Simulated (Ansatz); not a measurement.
# [Cl···H···N], quartet: transfer scan

Starting geometry:

```xyz
3

Cl    0.0000    0.0000   -1.4143
H     0.0000    0.0000   -0.1355
N     0.0000    0.0000    1.5497
```

From there H2 is moved from one fragment to the other while all else, the fragments' distance too, stays fixed; atoms are numbered as listed. Energies are in kJ/mol, counted from the starting geometry at the same level.

Basis cc-pVTZ; Ansatz 0.2.0. Correlated methods freeze the noble-gas cores. R marks a restricted (for open shells ROHF) determinant, U an unrestricted one. Active spaces: valence = (13e, 9o) chosen from the atoms' valence shells.

Runs in a small pair space aren't shown, since their orbitals change along the scan.

Full CI isn't at hand for all of this; UCCSDT(Q) serves as the reference, and is uncertain by about the last step of the cluster series. The frozen core follows each run's orbitals, which can shift R against U totals by a few meV.

```csv
distance Cl1-H2 (Å),UCCSDT(Q),error UMP2,error RCCSD(T),error UCCSD(T),error UCCSDT,error MRCISD (valence space),error MRCISD+Q (valence space)
1.279,0.0,0.0,0.0,0.0,0.0,0.0,0.0
1.371,12.3,1.9,0.3,0.3,0.1,1.3,0.7
1.555,62.5,10.9,1.3,1.3,0.5,4.4,2.3
1.740,89.2,24.7,1.4*,1.9,0.5,6.9,3.0
1.924,88.7,18.6,0.9,1.1,0.0,5.2,2.8
```

An asterisk marks runs whose energy the program itself flagged as in doubt.

Errors are those of relative energies. In total energy the starting point itself misses UCCSDT(Q) by: UMP2 123.5, RCCSD(T) 3.7, UCCSD(T) 3.3, UCCSDT 1.0, MRCISD (valence space) 92.0, MRCISD+Q (valence space) 13.9 kJ/mol.

Spread of the error over the points with a reference, to 1.924 Å (largest less smallest): UCCSDT 0.5, RCCSD(T) 1.4, UCCSD(T) 1.9, MRCISD+Q (valence space) 3.0, MRCISD (valence space) 6.9, UMP2 24.7 kJ/mol.
